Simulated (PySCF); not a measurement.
**B: ionisation energy**

B [He] 2s2 2p1 (2P) → B+ [He] 2s2 (1S), as a difference of total energies. All numbers are calculated (PySCF 2.14, scalar relativity by spin-free X2C-1e, in Sapporo-DZP-2012). Correlated levels: valence: 1s2 frozen. The calculations carry no spin-orbit coupling.

**Question.** Order these methods by the ionisation energy they give, lowest first.
A. LDA
B. CCSD(T) (valence)
C. SCS-MP2 (valence)
D. MP2 (valence)

**Answer.** B (8.097 eV), C (8.120 eV), D (8.158 eV), A (8.605 eV).

Errors of the correlated levels include the incompleteness of this basis and the frozen core.

The coupled-cluster amplitudes are large for B+ (T1 above 0.03 or a double amplitude above 0.15), so a single reference is strained.

For comparison: 8.297 eV (measured; NIST levels, between the centres of gravity of the two terms).
